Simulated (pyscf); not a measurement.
PySCF, gas phase, ωB97X-D3(BJ)/def2-SVP geometries. MP2 and CC: frozen core, UHF for open shells. ΔMP2 is the change of the MP2 total energy from the triple- to the quadruple-zeta basis.

Problem. Estimate by transition-state theory (the high-pressure limit) the rate constant of H₂B–NH–NH₂ (SMILES BNN) → H₂N–BH–NH₂ (SMILES NBN) (singlet surface; N–N, B–H broken, B–N, H–N formed) at 1200 K, with CCSD(T)/def2-TZVPP + ΔMP2(QZVPP) energies (ideal gas, 1 atm, RRHO with modes under 100 cm⁻¹ raised to 100, one conformer, R ln 2 for chiral ones without a mode under 150 cm⁻¹; no tunnelling).

Solution. The electronic barrier is 108.5 kcal/mol and the thermal terms add -11.9, so ΔG‡ = 96.6 kcal/mol. With k_BT/h = 2.50e+13 s⁻¹ and RT = 2.385 kcal/mol, k = 6.3e-05 s⁻¹. Wigner's tunnelling factor for 1436i cm⁻¹ would be 1.12. A shift of 1 kcal/mol in the barrier changes k by a factor 1.5. On the reactant side the descent ends in a point that may be a rotor saddle (no frequency run), 1.3 kcal/mol over the lowest minimum found and 118.2 kcal/mol under the saddle at ωB97X-D3(BJ)/def2-TZVP. At ωB97X-D3(BJ)/def2-TZVP the barrier from the zero used here is 119.5 kcal/mol. The same reactants have a lower exit, to [H₂B–NH]• + NH₂• (no saddle counted: cutting one bond costs +82.4 kcal/mol at ωB97M-D3(BJ)/def2-TZVP, against +114.1 kcal/mol here). This is the saddle that the search found; another between the same sides may lie lower. A restricted solution here is unstable towards spin polarisation, so biradical character is likely and single-reference numbers are less safe. The CCSD(T) − MP2 part came from Ansatz, without density fitting, on the same reference. The largest closed-shell T1 diagnostic is 0.030, which may signal static correlation.
